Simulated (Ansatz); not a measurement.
Rock-salt BaS, treated with PBE+SOC (Ansatz, a first-principles code, PAW).

Run with plane-wave cutoff 520 eV, 10×10×10 k mesh, Fermi–Dirac smearing 0.01 eV, PAW data made under PBE.

Properties against volume:

```json
[
 {"V (Å³/atom)": "31.206", "P (GPa)": "2.97", "direct gap at Γ (eV)": "3.867", "smallest gap on the k mesh (eV)": "2.090"},
 {"V (Å³/atom)": "31.870", "P (GPa)": "1.87", "direct gap at Γ (eV)": "3.757", "smallest gap on the k mesh (eV)": "2.126"},
 {"V (Å³/atom)": "32.534", "P (GPa)": "0.88", "direct gap at Γ (eV)": "3.652", "smallest gap on the k mesh (eV)": "2.159"},
 {"V (Å³/atom)": "33.198", "P (GPa)": "0.00", "direct gap at Γ (eV)": "3.550", "smallest gap on the k mesh (eV)": "2.189"},
 {"V (Å³/atom)": "33.862", "P (GPa)": "-0.79", "direct gap at Γ (eV)": "3.453", "smallest gap on the k mesh (eV)": "2.217"},
 {"V (Å³/atom)": "34.526", "P (GPa)": "-1.50", "direct gap at Γ (eV)": "3.360", "smallest gap on the k mesh (eV)": "2.241"},
 {"V (Å³/atom)": "35.190", "P (GPa)": "-2.14", "direct gap at Γ (eV)": "3.270", "smallest gap on the k mesh (eV)": "2.263"}
]
```

The fundamental gap (2.19 eV at the equilibrium volume, with added k points) lies elsewhere than Γ–Γ.
